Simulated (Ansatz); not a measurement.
Relaxation of CH6AlSi (9 atoms, charge -1, multiplicity 1), to a largest force component of 0.02 eV/Å in at most 50 steps.

These are results of RKS revPBE-D4/def2-SVP in Ansatz 0.2.0, not measurements.

```xyz
9
Properties=species:S:1:pos:R:3
C -0.879 1.144 -0.864
Al 0.635 -0.119 -0.138
Si 1.278 -1.684 1.485
H -0.416 -0.107 0.988
H -1.188 0.906 -1.895
H -1.815 1.163 -0.274
H 1.699 0.320 -1.350
H 0.247 -2.795 1.213
H 0.558 -1.127 2.725
```

Task: Where does it end, and by what steps?

Result: The run converged. The force dipped under the threshold on the way, but the program's further checks kept it going. Limits of this set-up: an anion without diffuse functions, the dipole of an ion depends on the origin. After 24 steps the energy has fallen by 3.656 eV; H4 moved furthest, 1.79 Å. Parted: Al2–H4. Joined: Si3–H4.

```json
{"step": "0", "energy less start (eV)": "0.0000", "largest force component (eV/Å)": "3.827", "accepted": "yes"}
{"step": "1", "energy less start (eV)": "-0.9826", "largest force component (eV/Å)": "2.100", "accepted": "yes"}
{"step": "2", "energy less start (eV)": "-1.6688", "largest force component (eV/Å)": "1.043", "accepted": "yes"}
{"step": "3", "energy less start (eV)": "-2.1242", "largest force component (eV/Å)": "1.053", "accepted": "yes"}
{"step": "4", "energy less start (eV)": "-2.3339", "largest force component (eV/Å)": "1.463", "accepted": "yes"}
{"step": "5", "energy less start (eV)": "-2.4496", "largest force component (eV/Å)": "0.876", "accepted": "yes"}
{"step": "6", "energy less start (eV)": "-2.5514", "largest force component (eV/Å)": "1.042", "accepted": "yes"}
{"step": "7", "energy less start (eV)": "-2.6456", "largest force component (eV/Å)": "0.864", "accepted": "yes"}
{"step": "8", "energy less start (eV)": "-2.8171", "largest force component (eV/Å)": "0.735", "accepted": "yes"}
{"step": "9", "energy less start (eV)": "-3.0348", "largest force component (eV/Å)": "0.675", "accepted": "yes"}
{"step": "10", "energy less start (eV)": "-3.2562", "largest force component (eV/Å)": "0.449", "accepted": "yes"}
{"step": "11", "energy less start (eV)": "-3.4154", "largest force component (eV/Å)": "0.519", "accepted": "yes"}
{"step": "12", "energy less start (eV)": "-3.5455", "largest force component (eV/Å)": "0.395", "accepted": "yes"}
{"step": "13", "energy less start (eV)": "-3.6195", "largest force component (eV/Å)": "0.197", "accepted": "yes"}
{"step": "14", "energy less start (eV)": "-3.6431", "largest force component (eV/Å)": "0.131", "accepted": "yes"}
{"step": "15", "energy less start (eV)": "-3.6233", "largest force component (eV/Å)": "0.299", "accepted": "no"}
{"step": "16", "energy less start (eV)": "-3.6493", "largest force component (eV/Å)": "0.036", "accepted": "yes"}
{"step": "17", "energy less start (eV)": "-3.6502", "largest force component (eV/Å)": "0.091", "accepted": "yes"}
{"step": "18", "energy less start (eV)": "-3.6516", "largest force component (eV/Å)": "0.072", "accepted": "yes"}
{"step": "19", "energy less start (eV)": "-3.6541", "largest force component (eV/Å)": "0.013", "accepted": "yes"}
{"step": "20", "energy less start (eV)": "-3.6553", "largest force component (eV/Å)": "0.032", "accepted": "yes"}
{"step": "21", "energy less start (eV)": "-3.6557", "largest force component (eV/Å)": "0.048", "accepted": "yes"}
{"step": "22", "energy less start (eV)": "-3.6558", "largest force component (eV/Å)": "0.045", "accepted": "yes"}
{"step": "23", "energy less start (eV)": "-3.6560", "largest force component (eV/Å)": "0.007", "accepted": "yes"}
{"step": "24", "energy less start (eV)": "-3.6561", "largest force component (eV/Å)": "0.007", "accepted": "yes"}
```

```xyz
9
Properties=species:S:1:pos:R:3
C -0.925 1.121 -1.094
Al 0.570 0.183 -0.529
Si 0.369 -1.364 1.412
H -1.034 -1.443 2.009
H -0.948 1.837 -1.944
H -1.920 1.028 -0.611
H 2.073 0.248 -1.173
H 0.705 -2.840 1.176
H 1.230 -1.068 2.644
```

Run time: 2.5 min on 1 thread of Intel(R) Xeon(R) Processor @ 2.50GHz (Skylake/Cascade Lake) (shared host), peak memory 0.15 GiB.
